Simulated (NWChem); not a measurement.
System: H anion

NWChem input:

```
start job
memory heap 200 mb stack 700 mb global 900 mb
charge -1
geometry units angstroms noautoz
  H      0.000000     0.000000     0.000000
end
basis spherical
  * library aug-cc-pvdz
end
dft
  xc xpbe96 cpbe96
  iterations 150
  mulliken
end
task dft energy
```

Parts of the log:

```
             Northwest Computational Chemistry Package (NWChem) 7.3.0
             --------------------------------------------------------

                             Geometry "geometry" -> ""
                             -------------------------

 Output coordinates in angstroms (scale by  1.889725989 to convert to a.u.)

  No.       Tag          Charge          X              Y              Z
 ---- ---------------- ---------- -------------- -------------- --------------
    1 H                    1.0000     0.00000000     0.00000000     0.00000000

 Effective nuclear repulsion energy (a.u.)       0.0000000000

  pbe96 is a nonlocal functional; adding pw91lda local functional.

                                 NWChem DFT Module
                                 -----------------

 Summary of "ao basis" -> "ao basis" (spherical)
 ------------------------------------------------------------------------------
       Tag                 Description            Shells   Functions and Types
 ---------------- ------------------------------  ------  ---------------------
 H                        aug-cc-pvdz                5        9   3s2p

            General Information
            -------------------
          SCF calculation type: DFT
          Wavefunction type:  closed shell.
          No. of atoms     :     1
          No. of electrons :     2
           Alpha electrons :     1
            Beta electrons :     1
          Charge           :    -1
          Spin multiplicity:     1
          Use of symmetry is: off; symmetry adaption is: off
          Maximum number of iterations: 150
          AO basis - number of functions:     9
                     number of shells:     5
          Convergence on energy requested:  1.00D-06
          Convergence on density requested:  1.00D-05
          Convergence on gradient requested:  5.00D-04

              XC Information
              --------------
          PerdewBurkeErnzerhof Exchange Functional  1.000
            Perdew 1991 LDA Correlation Functional  1.000 local
           PerdewBurkeErnz. Correlation Functional  1.000 non-local

             Grid Information
             ----------------
          Grid used for XC integration:  medium
          Radial quadrature: Mura-Knowles
          Angular quadrature: Lebedev.
          Tag              B.-S. Rad. Rad. Pts. Rad. Cut. Ang. Pts.
          ---              ---------- --------- --------- ---------
          H                   0.35       45           9.0       434
          Grid pruning is: on
          Number of quadrature shells:    45
          Spatial weights used:  Erf1

      Superposition of Atomic Density Guess
      -------------------------------------

 Sum of atomic energies:          -0.49933463

 Renormalizing density from       1.00 to      2

      Non-variational initial energy
      ------------------------------

 Total energy =      -0.375446
 1-e energy   =      -0.998669
 2-e energy   =       0.623223
 HOMO         =       0.077618
 LUMO         =       0.290503

     ---------------------------------------------
      Total Density - Mulliken Population Analysis
     ---------------------------------------------

    Atom       Charge   Shell Charges
 -----------   ------   -------------------------------------------------------
    1 H    1     2.00   0.57  0.84  0.58 -0.00  0.00

   convergence    iter        energy       DeltaE   RMS-Dens  Diis-err
 ---------------- ----- ----------------- --------- --------- ---------
 d= 0,ls=0.0,diis     1     -0.5201786728 -5.20D-01  6.51D-02  4.07D-03
 d= 0,ls=0.0,diis     2     -0.5181223081  2.06D-03  2.68D-02  1.22D-02
 d= 0,ls=0.0,diis     3     -0.5240579680 -5.94D-03  2.71D-03  1.51D-04
 d= 0,ls=0.0,diis     4     -0.5241208832 -6.29D-05  1.39D-04  4.07D-07
  Singularity in Pulay matrix. Error and Fock matrices removed.
 d= 0,ls=0.0,diis     5     -0.5241210577 -1.74D-07  3.89D-07  1.06D-12

         Total DFT energy =       -0.524121057712
      One electron energy =       -0.875074526866
           Coulomb energy =        0.779897076792
    Exchange-Corr. energy =       -0.428943607637
 Nuclear repulsion energy =        0.000000000000

 Numeric. integr. density =        1.999999766501

                       DFT Final Molecular Orbital Analysis
                       ------------------------------------

 Vector    1  Occ=2.000000D+00  E= 6.704125D-02
              MO Center= -2.0D-17,  1.8D-18,  2.5D-17, r^2= 2.8D+00
   Bfn.  Coefficient  Atom+Function         Bfn.  Coefficient  Atom+Function
  ----- ------------  ---------------      ----- ------------  ---------------
     3      0.491514  1 H  s                  1      0.387224  1 H  s
     2      0.319036  1 H  s

 Vector    2  Occ=0.000000D+00  E= 1.943728D-01
              MO Center=  6.1D-17,  2.5D-17, -7.6D-17, r^2= 8.4D+00
   Bfn.  Coefficient  Atom+Function         Bfn.  Coefficient  Atom+Function
  ----- ------------  ---------------      ----- ------------  ---------------
     3      1.274219  1 H  s                  2     -0.942545  1 H  s
     1     -0.245493  1 H  s

 Vector    3  Occ=0.000000D+00  E= 4.102172D-01
              MO Center=  1.5D-17,  1.3D-18,  5.7D-18, r^2= 2.5D+00
   Bfn.  Coefficient  Atom+Function         Bfn.  Coefficient  Atom+Function
  ----- ------------  ---------------      ----- ------------  ---------------
     7      0.944881  1 H  px                 9      0.353449  1 H  pz
     8      0.083425  1 H  py                 4     -0.025061  1 H  px

 Vector    4  Occ=0.000000D+00  E= 4.102172D-01
              MO Center= -8.9D-17,  2.1D-16,  1.9D-16, r^2= 2.5D+00
   Bfn.  Coefficient  Atom+Function         Bfn.  Coefficient  Atom+Function
  ----- ------------  ---------------      ----- ------------  ---------------
     8      0.716781  1 H  py                 9      0.646402  1 H  pz
     7     -0.305084  1 H  px

[...]
```

Level: PBE/aug-cc-pVDZ. The highest occupied level is positive, so the extra electron may be held by the finite basis.
